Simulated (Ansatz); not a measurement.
Calculated with Ansatz (gas phase, PBE0-D4/def2-TZVP geometries, no zero-point term in ΔE). CCSD(T)/CBS adds triple-zeta CCSD(T) − MP2 to the extrapolated MP2 energy (def2 sets, frozen cores). This one scheme is used for every species. Functionals use def2-TZVPP. Each species was taken in one conformer, which may not be the lowest.

Reaction (formal loss of a carbene): `COC(F)F` → `F[C]F` + CH₃OH

```csv
level,ΔE (kJ/mol)
revPBE-D4,257.1
ωB97X-V,270.6
r2SCANh,282.0
CCSD(T)/def2-TZVPP,259.5
```

What does CCSD(T)/CBS give? (Best estimate.)

The calculation gave: +260.9 kJ/mol. The listed levels differ from it by -3.8, 9.7, 21.1, -1.4 kJ/mol.

What do rigid-rotor, harmonic-oscillator terms from PBE0-D4/def2-TZVP frequencies (298.15 K, 1 bar) make of the CCSD(T)/CBS value? (Best estimate.)

Computed: ΔZPE = -19.0 kJ/mol, ΔH = +247.1 kJ/mol, ΔS = 170 J/(mol·K), ΔG = +196.3 kJ/mol.

Largest T1 diagnostic among the species: 0.017.

From r2SCAN to r2SCAN0 (25 % exact exchange), in def2-TZVPP and without D4, ΔE moves by +8.2 kJ/mol. The D4 term adds +9.1 kJ/mol with B3LYP and +4.8 kJ/mol with PBE0; it sums over pairs of atoms, weighted by their polarisabilities, and B3LYP, whose exchange is more repulsive, gets the larger term. Leaving LDA and LC-ωPBE aside and taking each functional with its dispersion term where it has one, the values, not all of them listed here, spread over 43.2 kJ/mol, from BLYP-D4 to r2SCAN0-D4. LDA lies +60.0 kJ/mol from PBE without D4.

B3LYP here is the variant with VWN-RPA as its local correlation; programs differ in this.
